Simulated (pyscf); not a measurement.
cyclic C₆H₉Si (SMILES [SiH3]C1[CH]C=CC=C1) [doublet] → cyclic C₆H₉Si (SMILES [SiH2]C1C=CC=CC1) [doublet], a hydrogen shift (doublet surface; H–Si broken, C–H formed). PySCF, gas phase, ωB97X-D3(BJ)/def2-SVP geometries. Energies in kJ/mol from the reactant's lowest minimum found.

GFN2-xTB: tblite. Open shells are spin-unrestricted. 

Question: Quick GFN2-xTB single points give ΔE‡ = 191.6 kJ/mol and ΔE = +70.6 kJ/mol. What does ωB97M-D3(BJ)/def2-TZVP give, and how far is the quick result from it?

Answer: ωB97M-D3(BJ)/def2-TZVP gives ΔE‡ = 196.9 kJ/mol and ΔE = +69.6 kJ/mol. GFN2-xTB lies 5.3 kJ/mol under it in the barrier and 0.9 kJ/mol over it in the reaction energy, so on this step it holds to within 12.6 kJ/mol. ωB97M-D3(BJ)/def2-TZVP has limits of its own. The same reactants have a lower exit, to SiH₃• + benzene (no saddle counted: cutting one bond, which may have a small barrier of its own, costs +43.8 kJ/mol at ωB97M-D3(BJ)/def2-TZVP, against +196.9 kJ/mol here). One saddle was located; it need not be the lowest between these sides.
